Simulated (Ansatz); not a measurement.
C3H8S2, SMILES `CCSCS`, relaxed with RKS PBE-D4/def2-SVP in Ansatz 0.2.0 from a rough embedded geometry. The force threshold is 0.03 eV/Å; the program also tests the step.

Total charge 0; spin multiplicity 1.

Start:

```xyz
13

C     1.593    0.093    0.787
C     0.976   -0.952   -0.062
S    -0.828   -1.040    0.110
C    -1.322    0.537   -0.762
S    -3.058    0.617   -0.969
H     1.290   -0.075    1.906
H     1.258    1.111    0.552
H     2.636    0.050    0.763
H     1.355   -1.893    0.202
H     1.250   -0.741   -1.112
H    -0.971    1.397   -0.054
H    -0.786    0.659   -1.687
H    -3.393    0.237    0.327
```

| step | energy (eV) | largest force (eV/Å) | largest move (Å) |
| --- | --- | --- | --- |
| 1 | -24888.8643 | 3.586 | 0.000 |
| 2 | -24889.2809 | 1.288 | 0.090 |
| 3 | -24889.3482 | 0.375 | 0.100 |
| 4 | -24889.3551 | 0.138 | 0.151 |
| 5 | -24889.3607 | 0.060 | 0.059 |
| 6 | -24889.3626 | 0.038 | 0.048 |
| 7 | -24889.3640 | 0.114 | 0.097 |
| 8 | -24889.3649 | 0.069 | 0.026 |
| 9 | -24889.3658 | 0.024 | 0.059 |
| 10 | -24889.3660 | 0.011 | 0.040 |

End:

```xyz
13

C     1.529    0.095    0.963
C     1.030   -0.888   -0.093
S    -0.788   -1.146   -0.108
C    -1.328    0.421   -0.884
S    -3.136    0.620   -0.765
H     1.224   -0.225    1.979
H     1.129    1.117    0.797
H     2.637    0.169    0.938
H     1.440   -1.904    0.086
H     1.355   -0.596   -1.115
H    -0.806    1.285   -0.424
H    -1.108    0.419   -1.973
H    -3.178    0.633    0.599
```

Hardware: 4 threads of an Arm Neoverse V1 on a shared host. Wall time 15 s, peak host memory 0.17 GiB.
